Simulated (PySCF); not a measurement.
H₂N, SMILES [NH2] (connectivity only; charge and spin as stated), charge -1, multiplicity 1.

The structure is a stationary point at r2SCAN-D4/def2-TZVPD. The multiplicity is an assumed one; other spin states were not compared. The isomer is the one that the SMILES or the coordinates give; other isomers of the formula were not compared.

All values below come from r2SCAN-D4/def2-TZVPD run with PySCF.

Harmonic, unscaled wavenumbers; measured fundamentals usually lie a few per cent lower.

### Question
Estimate the vibrational spectrum. (The exact figures need the calculation; the answer reports its results.)

### Answer

| mode | ν (cm⁻¹) | IR (km/mol) | Raman (Å⁴/amu) | depolarisation | moving atoms (share of kinetic energy) |
|---|---|---|---|---|---|
| 1 | 1511 | 0.7 | 46.2 | 0.04 | H 92 %, N 8 % |
| 2 | 3277 | 263.9 | 223.7 | 0.32 | H 96 % |
| 3 | 3356 | 140.0 | 150.6 | 0.75 | H 92 % |
